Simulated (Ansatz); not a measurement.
BeIr₃: from a trial structure to a relaxed crystal

These are results of DFT PBE, scalar-relativistic, plane waves, PAW (Ansatz 0.2.0), not measurements. Cutoff 420 eV, Γ-centred k mesh, Gaussian smearing, no spin polarisation in the final step.

This is the end of a relaxation of cell and atoms.

```
CELL_PARAMETERS angstrom
5.43198 0.00000 0.00000
-2.71599 4.70423 0.00000
0.00000 0.00000 4.19736
ATOMIC_POSITIONS crystal
Be 0.33333 0.66667 0.25000
Be 0.66667 0.33333 0.75000
Ir 0.82777 0.65554 0.25000
Ir 0.17223 0.82777 0.75000
Ir 0.34446 0.17223 0.25000
Ir 0.17223 0.34446 0.75000
Ir 0.82777 0.17223 0.25000
Ir 0.65554 0.82777 0.75000
```

Energies over the elements count from the elements' standard structures at the same level, with no empirical corrections.

(1) What space group does it have?

(2) How far does it lie from the elements in energy?

(3) Is it a metal?

## Answers

(1) P6_3/mmc (No. 194). Conventional cell: a = 5.432 Å, c = 4.197 Å. Be is coordinated by 12 Ir at 2.59–2.72 Å; Ir has 4 Be at 2.59–2.72 Å and 8 Ir at 2.63–2.81 Å.

(2) 0.02 eV/atom.

(3) Yes, bands cross the Fermi level on the 12×12×10 mesh.

The final run used a 12×12×10 mesh on its 8-atom cell and 0.10 eV smearing. The k mesh leaves about 4 meV/atom of noise in metals. Spin–orbit coupling is left out. The cell came from a trial start, so BeIr₃ may not exist in this structure.

Cost: 3 runs of about 3.8 core-minutes in all, on Arm Neoverse V2 (shared hosts).